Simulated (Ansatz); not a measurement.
```yaml
crystal:
  periodic: [false, false, false]
  atoms:
    - {symbol: Al, position_ang: [0.000000, 0.000000, -2.348310]}
    - {symbol: C, position_ang: [0.000000, 0.000000, -0.380722]}
    - {symbol: C, position_ang: [0.000000, 0.000000, 0.835906]}
    - {symbol: H, position_ang: [0.000000, 0.000000, 1.893127]}
basis:
  gaussian: {orbitals: def2-TZVP}
hamiltonian: {xc: pbe0}
relax: {f_tol: 0.004, max_steps: 80}
```

```sh
$ ansatz run in.yaml --threads 1 --pin off --events-out ev --progress --plain --max-ram 2176MiB
```

Steps of the relaxation (energy above the last step; positions in Å, forces in eV/Å):

```
4
step 1, 2.2 meV
Al    0.000    0.000   -2.348    0.000    0.000   -0.001
C     0.000    0.000   -0.381    0.000    0.000    0.094
C     0.000    0.000    0.836    0.000    0.000   -0.512
H     0.000    0.000    1.893    0.000    0.000    0.419
```

```
4
step 2, 0.1 meV
Al    0.000    0.000   -2.350    0.000    0.000    0.000
C     0.000    0.000   -0.382    0.000    0.000   -0.008
C     0.000    0.000    0.833    0.000    0.000   -0.080
H     0.000    0.000    1.899    0.000    0.000    0.087
```

```
4
step 3, 0.0 meV
Al    0.000    0.000   -2.350    0.000    0.000    0.000
C     0.000    0.000   -0.383    0.000    0.000   -0.002
C     0.000    0.000    0.833    0.000    0.000    0.000
H     0.000    0.000    1.900    0.000    0.000    0.002
```

Close pairs at the end: C3–H4 1.067 Å, C2–C3 1.216 Å, Al1–C2 1.968 Å.

A stationary point of restricted PBE0 after 3 steps (its stability towards spin polarisation wasn't tested); no frequencies were run, so it isn't proven a minimum. 4.5 s on 1 thread of Intel Xeon 6975P-C, shared host.
